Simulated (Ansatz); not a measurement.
# BH− (doublet): wave-function methods side by side, aug-cc-pVDZ

How much of the correlation energy of BH− (doublet) does each wave-function method recover here?

The runs use Ansatz 0.2.0, Gaussian basis; aug-cc-pVDZ, core rule «outside noble gas», up to 1 orbitals frozen.

Plan: UHF; CCSD(T) on ROHF; CCSD(T) on UHF; BCCD(T) on ROHF; CISD; CCSDT(Q) on ROHF; CCSDT(Q) on UHF; CISDTQ; CASSCF and MRCISD+Q, 5 electrons in 5 orbitals; CASSCF and NEVPT2, 5 electrons in 5 orbitals; Full CI.

20 further runs of the same task are left out: 2 for a known fault of the program, 9 that didn't finish, 9 set aside as unsound or not needed.

### 1 The geometry

The geometry is a PBE0/def2-TZVPD stationary point (not a proven minimum) of the parent state, kept for this charge and spin.

2 atoms, charge -1, spin multiplicity 2.

Atoms are counted from 1 here; the program's logs count them from 0.

Bond lengths: B1–H2 1.206 Å.

### 2 UHF

in.yaml

```yaml
crystal:
  periodic: [false, false, false]
  atoms:
    - {symbol: B, position_ang: [0.000000, 0.000000, 0.000000]}
    - {symbol: H, position_ang: [0.000000, 0.000000, 1.205800]}
basis:
  gaussian: {orbitals: aug-cc-pVDZ}
total_charge: -1
magnetization: {spin_polarized: true, initial_magnetization: 1}
hamiltonian: {xc: hf}
output: {orbitals: {seedname: orbitals}}
```

The run is started by

```bash
$ ansatz run in.yaml --threads 1 --pin off --events-out ev --progress --plain --max-ram 2393MiB
```

Further steps of the session: CCSD(T) on ROHF; CCSD(T) on UHF; BCCD(T) on ROHF; CISD; CCSDT(Q) on ROHF; CCSDT(Q) on UHF; CISDTQ; CASSCF and MRCISD+Q, 5 electrons in 5 orbitals; CASSCF and NEVPT2, 5 electrons in 5 orbitals; Full CI.

Before running them: what should the planned runs give, taken together? Wanted: FCI below the RHF energy; RMP2 from FCI; UMP2 from FCI; RCCSD from FCI; RCCSD(T) from FCI; UCCSD(T) from FCI; RCCSDT(Q) from FCI; UCCSDT(Q) from FCI; NEVPT2 valence from FCI.

**Answer**, as computed:

| quantity | value |
| --- | --- |
| FCI below the RHF energy | -2.9557 eV |
| RMP2 from FCI | +18.15 kcal/mol |
| UMP2 from FCI | +21.13 kcal/mol |
| RCCSD from FCI | +2.80 kcal/mol |
| RCCSD(T) from FCI | +0.74 kcal/mol |
| UCCSD(T) from FCI | +0.96 kcal/mol |
| RCCSDT(Q) from FCI | +0.02 kcal/mol |
| UCCSDT(Q) from FCI | +0.02 kcal/mol |
| NEVPT2 valence from FCI | +17.21 kcal/mol |
| MRCISD+Q valence from FCI | +0.06 kcal/mol |
| levels within 1 kcal/mol (43 meV) | RCCSD(T), UCCSD(T), BCCD(T), RCCSDT, UCCSDT, CISDTQ, RCCSDT(Q), UCCSDT(Q), MRCISD+Q valence |
| T1 diagnostic | 0.024 |
| effectively unpaired electrons | 1.10 |

In words: RCCSD(T) misses by +0.74 kcal/mol, 1.1 % of the correlation energy. One determinant dominates. Of the multireference levels listed MRCISD+Q valence comes nearest in total energy (+0.06 kcal/mol), which doesn't show that its space is the better one. These misses are within one basis, not against nature; the frozen cores of restricted and unrestricted runs differ, which can shift their rows.
